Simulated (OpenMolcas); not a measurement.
A ladder of methods for SiN2H6 (SMILES NN[SiH3])

SiN2H6: 9 atoms, total charge 0, spin state singlet. SMILES: `NN[SiH3]`. The coordinates come from a PBE0-D4/def2-TZVP relaxation. This is one conformer, not always the lowest.

```xyz
9

N    -0.5588    0.9250   -1.2031
N    -0.2855    0.7082    0.1597
Si    0.4084   -0.7366    0.7675
H     0.2679    0.7613   -1.7675
H    -1.2905    0.2976   -1.5156
H    -0.3775    1.5493    0.7018
H     1.7292   -1.0400    0.1396
H    -0.4698   -1.9073    0.4845
H     0.5765   -0.5573    2.2330
```

Each level gives the HOMO–LUMO gap (eV). The values are calculated.

| level | kind | program | value (eV) |
| --- | --- | --- | --- |
| HF/6-311+G** | Hartree–Fock | OpenMolcas | 12.21 |
| SVWN5/6-311+G** | LDA | OpenMolcas | 4.83 |
| BLYP/6-311+G** | GGA | OpenMolcas | 4.84 |
| PBE/6-311+G** | GGA | OpenMolcas | 4.88 |
| revPBE/6-311+G** | GGA | OpenMolcas | 4.89 |
| M06-L/6-311+G** | meta-GGA | OpenMolcas | 5.72 |
| TPSS/6-311+G** | meta-GGA | OpenMolcas | 5.19 |
| BHLYP/6-311+G** | global hybrid | OpenMolcas | 8.82 |

The values span 4.83 to 12.21 eV. Orbital gaps aren't excitation energies; they tend to grow with the share of exact exchange.
